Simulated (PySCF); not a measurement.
Species: C3H6FS (doublet state).
Atom-mapped SMILES: `[CH3:1][C:2]([F:3])[CH2:4][SH:5]` (hydrogens: H6, H7, H8 on C1; H9, H10 on C4; H11 on S5)

Geometry (GFN2-xTB, Å), atoms numbered from 1 in this order:
```
atom  x, y, z in Å
C1    -1.4993    0.0453    0.2423
C2    -0.1718    0.5999   -0.0900
F3     0.1801    1.7073    0.6125
C4     0.8842   -0.0747   -0.7754
S5     1.7574   -1.3864    0.3769
H6    -1.6875   -0.8435   -0.3515
H7    -2.2804    0.7835    0.0518
H8    -1.5594   -0.2159    1.3035
H9     1.6942    0.5794   -1.0830
H10    0.5378   -0.7063   -1.5860
H11    2.1501   -0.4859    1.2729
```

The hyperfine couplings belong to this conformer and change with its torsions.

Method: UKS B3LYP, pcH-1 on C F H S, non-relativistic, mean-field spin-orbit, GIAO (PySCF 2.14.0). Geometry: GFN2-xTB, one conformer, isolated molecule. A GFN2-xTB geometry isn't a minimum of the functional, and hyperfine couplings can be far from their values at a DFT geometry. No stability test was run, so a lower SCF solution isn't excluded.

Mulliken spin populations: C1 -0.068, C2 +0.794, F3 +0.053, C4 -0.088, S5 +0.215, H6 +0.001, H7 +0.029, H8 +0.054, H9 +0.007, H10 +0.010, H11 -0.007.

Problem. What dipolar couplings does the calculation give for H6, H7, H8, H9, H10?

Solution. 
| atom | position | distance from C2 (Å) | T1 (MHz) | T2 | T3 |
| --- | --- | --- | --- | --- | --- |
| H6 | β, 2 bonds from C2 | 2.11 | -4.88 | -3.48 | 8.36 |
| H7 | β, 2 bonds from C2 | 2.12 | -4.71 | -4.33 | 9.04 |
| H8 | β, 2 bonds from C2 | 2.13 | -3.97 | -3.34 | 7.30 |
| H9 | β, 2 bonds from C2 | 2.11 | -5.47 | -2.95 | 8.42 |
| H10 | β, 2 bonds from C2 | 2.11 | -5.90 | -2.74 | 8.64 |

Problem. Estimate them with point dipoles: put each population ρk at its nucleus, leave out the nucleus itself and the atom bound to it, and sum T = Σ [ρk/(2S)]·C·(3 n nᵀ − 1)/r³ with C = μ0 gₑ μB g_N μN/(4π h) = 79.06 MHz Å³.

Solution. 
```csv
atom,T1 (MHz),T2,T3,"T3, computed",difference in T3 (%)
H6,-6.80,-5.96,12.76,8.36,+53
H7,-7.42,-5.63,13.05,9.04,+44
H8,-7.09,-5.76,12.84,7.30,+76
H9,-7.70,-4.89,12.59,8.42,+49
H10,-7.85,-4.63,12.47,8.64,+44
```

Time: 23 s (with the writing of density and orbital grids); peak memory 0.67 GiB. Hardware: one thread, Arm Neoverse V2 (aarch64), no GPU, shared host.
